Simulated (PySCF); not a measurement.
## Löwdin shares of the frontier orbitals

Species: C₃H₄FN.
Z-matrix (Å and degrees, PBE0-D3(BJ)/def2-SVP geometry), rows numbered from 1:
```
C 
N   1  1.2720
C   2  1.3757  1  120.16
C   3  1.3355  2  123.15  1   179.42
F   3  1.3431  2  116.91  1    -0.51
H   1  1.1021  2  123.57  3    -0.12
H   1  1.0975  2  118.55  3   179.84
H   4  1.0885  3  118.56  2     0.20
H   4  1.0898  3  120.83  2  -179.72
```

Level of theory: TDDFT B3LYP/def2-SVPD, vertical, gas phase, core orbitals frozen in the response (PySCF 2.14.0, density-fitted response routines).

Kohn–Sham orbitals with the atoms that hold most of them (Löwdin shares over 4%, at most four atoms; ? is withheld):

| orbital | ε (eV) | atoms |
| --- | --- | --- |
| LUMO+2 | 1.15 | C4 29%, H9 16%, C1 13%, H8 12% |
| LUMO+1 | 0.55 | C1 30%, C3 18%, C4 13%, F5 11% |
| LUMO | ? | C1 33%, N2 21%, C4 19%, C3 9% |
| HOMO | -7.22 | ? |
| HOMO-1 | -7.93 | ? |
| HOMO-2 | -10.34 | N2 41%, C1 22%, F5 19%, C3 11% |
| HOMO-3 | -11.19 | F5 53%, C4 20%, H8 11%, C3 6% |

Q: Give the leading atoms of the HOMO-1.

A: N2 (bonded to 2 C) 60%; C1 (bonded to N and 2 H) 16%; C3 (bonded to C, F and N) 6%; H6 (bonded to C) 6%. By element: nitrogen 60%, carbon 22% or more, hydrogen 6% or more.

Q: Which atoms hold the HOMO, and with what shares?

A: C4 (bonded to C and 2 H) 36%; C3 (bonded to C, F and N) 26%; C1 (bonded to N and 2 H) 13%; N2 (bonded to 2 C) 10%. By element: carbon 74%, nitrogen 10%.

Q: What is the LUMO energy, and the HOMO–LUMO gap?

A: ε(LUMO) = -1.89 eV; the gap is 5.33 eV (0.1958 hartree).

Q: How does S1 compare with the orbital gap of 5.33 eV?

A: S1 is at 4.53 eV (f = 0.0005), 0.80 eV below the gap, made of HOMO-1→LUMO (100%). Its leading pair isn't HOMO and LUMO; the energies of that pair differ by 6.03 eV. Without the coupling terms of the response equations the lowest excitation would equal the gap.

Q: Give energy, strength and leading configuration of S1, S2, S3 and S5, and follow the Löwdin shares of the leading atoms from the occupied to the empty orbital.

A: 
- S1 (4.53 eV, f 0.0005), HOMO-1→LUMO (100%): N2 60% → 21%, C1 16% → 33%
- S2 (5.43 eV, f 0.439), HOMO→LUMO (95%): C4 36% → 19%, C3 26% → 9%, C1 13% → 33%, N2 10% → 21%
- S3 (6.82 eV, f 0.0034), HOMO→LUMO+1 (97%): C4 36% → 13%, C3 26% → 18%, C1 13% → 30%
- S5 (7.49 eV, f 0.0004), HOMO-1→LUMO+1 (96%): N2 60% → at most 12%, C1 16% → 30%, C3 6% → 18%

One conformer stands for the species.
